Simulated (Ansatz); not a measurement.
Method: B3LYP-D3(BJ)/def2-SVP // GFN2-xTB (Ansatz, a quantum-chemistry and plane-wave program). All species are isolated molecules in the gas phase. B3LYP has the VWN-RPA correlation part, as in Gaussian. 

Reference species: C20 fullerene with 30 fused pentagon pairs (ring spiral 1 2 3 4 5 6 7 8 9 10 11 12) `C12=C3C4=C5C6=C3C3=C1C1=C7C2=C4C2=C7C4=C1C3=C6C4=C52` (neutral, multiplicity 1).

HOMO–LUMO gap: 1.67 eV
HOMO: -5.19 eV
dipole moment: 0.00 D
vertical ionisation energy (Delta-SCF): 6.96 eV

After one change: the HOMO–LUMO gap goes up by 0.77 eV; the HOMO falls by 1.29 eV; the dipole moment hardly moves; the vertical ionisation energy (Delta-SCF) goes up by 1.02 eV.

### Question
Which change was made? The new species is one of these.
A) C44 fullerene with 8 fused pentagon pairs (ring spiral 1 2 4 7 9 12 13 16 18 21 23 24)
B) C40 fullerene with 10 fused pentagon pairs (ring spiral 1 2 4 7 9 11 13 15 17 19 20 22)
C) C32 fullerene with 15 fused pentagon pairs (ring spiral 1 2 3 5 7 9 10 12 14 16 17 18) `c12c3c4c5c1c1c6c2c2c3c3c7c8c9c%10c%11c%12c%13c%10c%10c9c3c4c%10c5c%13c1c%12c6c(c%118)c27`

### Answer
C, C32 fullerene with 15 fused pentagon pairs (ring spiral 1 2 3 5 7 9 10 12 14 16 17 18) `c12c3c4c5c1c1c6c2c2c3c3c7c8c9c%10c%11c%12c%13c%10c%10c9c3c4c%10c5c%13c1c%12c6c(c%118)c27`
